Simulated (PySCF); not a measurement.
Magnetisability and related constants of `CC#CCCS`, C$_{5}$H$_{8}$S

Level of theory: PySCF, GIAO HF/6-31G magnetisability, rotational g tensor and spin-rotation constants, non-relativistic, gas phase. Geometry: GFN2-xTB.

Input:
```
{"job": {"kind": "mag", "xc": "HF", "basis": "6-31G"}, "charge": 0, "multiplicity": 1}
C     -3.030706     0.363506    -0.024922
C     -1.639515    -0.032901    -0.043710
C     -0.492621    -0.379582    -0.064507
C      0.907505    -0.759895    -0.092231
C      1.781042     0.414749     0.336857
S      3.556099    -0.018213     0.344075
H     -3.277724     0.812708     0.936741
H     -3.221359     1.089967    -0.814645
H     -3.668277    -0.505929    -0.183876
H      1.176941    -1.071664    -1.106914
H      1.071864    -1.606183     0.580893
H      1.639792     1.274280    -0.318957
H      1.557385     0.710939     1.361495
H      3.638896    -0.292254    -0.957355
```
Coordinates are in Å.

Command: `OMP_NUM_THREADS=1 python excited_run.py task.json out`

(1) What does the run print?

Results:

(1) Atoms count from 0.
```
final grid: 110768 points
cycle   1  E = -591.2669064801  dE =  1.308e+00  |g| = 4.118e-01  |ddm| = 3.580e+00
cycle   2  E = -591.3298096003  dE = -6.290e-02  |g| = 1.635e-01  |ddm| = 2.414e+00
cycle   3  E = -591.3370052596  dE = -7.196e-03  |g| = 4.738e-02  |ddm| = 5.213e-01
cycle   4  E = -591.3378654209  dE = -8.602e-04  |g| = 1.352e-02  |ddm| = 2.786e-01
cycle   5  E = -591.3379151407  dE = -4.972e-05  |g| = 4.334e-03  |ddm| = 3.096e-02
cycle   6  E = -591.3379215859  dE = -6.445e-06  |g| = 8.156e-04  |ddm| = 1.199e-02
cycle   7  E = -591.3379219860  dE = -4.001e-07  |g| = 2.969e-04  |ddm| = 3.731e-03
cycle   8  E = -591.3379220565  dE = -7.047e-08  |g| = 9.432e-05  |ddm| = 1.662e-03
cycle   9  E = -591.3379220687  dE = -1.217e-08  |g| = 4.237e-05  |ddm| = 4.153e-04
cycle  10  E = -591.3379220716  dE = -2.912e-09  |g| = 1.913e-05  |ddm| = 1.431e-04
cycle  11  E = -591.3379220722  dE = -6.416e-10  |g| = 4.791e-06  |ddm| = 8.281e-05
converged SCF energy = -591.3379220722

Magnetisability tensor (1e-30 J/T^2)
    -1472.12       51.37        5.27
       51.37    -1237.16      -12.89
        5.27      -12.89    -1225.52
isotropic -1311.60   principal values   -1483.10  -1237.40  -1214.30
isotropic susceptibility -78.986 1e-6 cm^3/mol

Inertial axes            a          b          c
rot. const./GHz     18.2148     0.8518     0.8299
chi total           -88.688    -74.913    -73.357
chi diamagnetic    -168.511  -1483.830  -1523.189
chi paramagnetic     79.823   1408.917   1449.832
quadrupole/D A       -1.760      0.122      1.638
g nuclear            0.7638     0.5616     0.5622
g electronic        -0.6831    -0.5638    -0.5653
g total              0.0808    -0.0022    -0.0031

Spin-rotation constants (kHz, H = +C I.J)
atom  isotope        aa         bb         cc
  6     1H       -2.167     -0.046     -0.043
  7     1H       -2.110     -0.082     -0.010
  8     1H       -1.410     -0.030     -0.093
  9     1H       -2.205     -0.059     -0.028
 10     1H       -2.139     -0.062     -0.017
 11     1H       -2.192     -0.061     -0.016
 12     1H       -2.108     -0.063     -0.024
 13     1H       -2.836     -0.085     -0.023
  0    13C*       1.541      0.074      0.072
  1    13C*       0.715      0.237      0.243
  2    13C*       0.542      0.233      0.252
  3    13C*       1.810      0.100      0.111
  4    13C*       1.927      0.097      0.115
  5    33S*       2.819      0.135      0.155
* in the singly substituted isotopologue
```

It took 5.5 s wall time on 1 thread of an Arm Neoverse N1, shared host, peak memory 0.52 GiB.
